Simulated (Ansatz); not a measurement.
Reaction (formal hydrolysis of a C–F bond): `FC(S)S` + H₂O → `OC(S)S` + H–F

Isolated molecules relaxed with PBE0-D4/def2-TZVP in Ansatz; ΔE leaves out vibrations. CCSD(T)/CBS is the MP2 limit (def2-TZVPP, def2-QZVPP) plus CCSD(T) − MP2 in def2-TZVPP, frozen cores. This one scheme is used for every species. DFT in def2-TZVPP. B3LYP here is the variant with VWN-RPA as its local correlation; programs differ in this. Each species was taken in one conformer, which may not be the lowest.

(1) Is it downhill or uphill in electronic energy at CCSD(T)/CBS, and by how much? (Best estimate.)

(2) What do these levels give: PBE-D4, B3LYP-D4, r2SCAN0-D4, PBE-QIDH, CCSD/def2-TZVPP, MP2/CBS(def2)? (Estimate.)

Largest T1 diagnostic among the species: 0.012.

Results:

(1) Ansatz gave: Downhill: ΔE = -0.13 eV.

(2) The calculation gave: PBE-D4 -0.11, B3LYP-D4 -0.08, r2SCAN0-D4 -0.10, PBE-QIDH -0.14, CCSD/def2-TZVPP -0.11, MP2/CBS(def2) -0.18 eV.

The D4 term adds −0.04 eV with B3LYP and −0.02 eV with PBE0; it sums over pairs of atoms, weighted by their polarisabilities, and B3LYP, whose exchange is more repulsive, gets the larger term. At CCSD(T), def2-SVP lies −0.04 eV from the extrapolated value and def2-TZVPP −0.00 eV. Leaving LDA and LC-ωPBE aside and taking each functional with its dispersion term where it has one, the values, not all of them listed here, spread over 0.09 eV, from PBE-QIDH to B97M-V. LDA lies −0.07 eV from PBE without D4.
